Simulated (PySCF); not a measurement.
Curvature of the energy in the electron number along the third row

Calculated with PySCF 2.14, in def2-TZVPPD, non-relativistic: one orbital is emptied in steps, and each cell gives the departure of E from the straight line at half an electron, in eV (from a cubic fit). The exact functional gives zero.

```json
{"species": "Al", "orbital": "3p alpha", "LDA": "-0.78", "PBE": "-0.76", "r2SCAN": "-0.70", "PBE0": "-0.55", "BHandHLYP": "-0.36", "LC-wPBE": "0.01", "wB97X": "-0.04", "UHF": "0.08"}
{"species": "Si", "orbital": "3p alpha", "LDA": "-0.94", "PBE": "-0.91", "r2SCAN": "-0.84", "PBE0": "-0.65", "BHandHLYP": "-0.41", "LC-wPBE": "-0.02", "wB97X": "-0.08", "UHF": "0.13"}
{"species": "P", "orbital": "3p alpha", "LDA": "-1.09", "PBE": "-1.06", "r2SCAN": "-0.97", "PBE0": "-0.75", "BHandHLYP": "-0.46", "LC-wPBE": "-0.07", "wB97X": "-0.15", "UHF": "0.18"}
{"species": "S", "orbital": "3p beta", "LDA": "-1.12", "PBE": "-1.07", "r2SCAN": "-0.98", "PBE0": "-0.75", "BHandHLYP": "-0.46", "LC-wPBE": "-0.05", "wB97X": "-0.17", "UHF": "0.24"}
{"species": "Cl", "orbital": "3p beta", "LDA": "-1.27", "PBE": "-1.22", "r2SCAN": "-1.12", "PBE0": "-0.84", "BHandHLYP": "-0.49", "LC-wPBE": "-0.12", "wB97X": "-0.22", "UHF": "0.30"}
{"species": "Ar", "orbital": "3p beta", "LDA": "-1.42", "PBE": "-1.36", "r2SCAN": "-1.23", "PBE0": "-0.94", "BHandHLYP": "-0.53", "LC-wPBE": "-0.20", "wB97X": "-0.30", "UHF": "0.35"}
```

How does the mean departure depend on the functional?

LDA -1.10 eV; PBE -1.07 eV; r2SCAN -0.97 eV; PBE0 -0.75 eV; BHandHLYP -0.45 eV; LC-wPBE -0.08 eV; wB97X -0.16 eV; UHF 0.21 eV. Semilocal functionals are convex (delocalisation error), Hartree-Fock is concave or straight, and exact exchange removes curvature roughly in proportion to its share, so among the functionals the range-separated hybrids usually come closest to zero.
